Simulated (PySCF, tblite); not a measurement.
Isomers of C2H2F2NO (doublet state), one GFN2-xTB conformer each. Single-point energies are computed at B3LYP/pcH-1 (PySCF, gas phase, no added dispersion term), electronic only. GFN2-xTB treats the open shell by occupation alone, and not every SCF solution was tested for stability.

Task: Rank them by B3LYP/pcH-1 energy, lowest first (kcal/mol).
A. `[O:1]=[CH:2][NH:3][C:4]([F:5])[F:6]` (doublet state) with O1–C2–N3–C4 4°, C2–N3–C4–F5 -34°
B. `[NH2:1][C:2](=[O:3])[C:4]([F:5])[F:6]` (doublet state) with H–N1–C2–O3 179° and 1°

Result: B (0.0), A (8.4).

GFN2-xTB itself gives, in the same order: 0.0, 2.8. Both levels put the same isomer lowest.

Task: What happens when harmonic zero-point energies from GFN2-xTB frequencies are added?

Result: 
| SMILES | ZPE (kcal/mol) | electronic (kcal/mol) | with ZPE (kcal/mol) |
| --- | --- | --- | --- |
| NC(=O)[C](F)F | 26.8 | 0.0 | 0.0 |
| O=CN[C](F)F | 27.2 | 8.4 | 8.8 |

The zero-point energies span 0.4 kcal/mol. The order is unchanged.
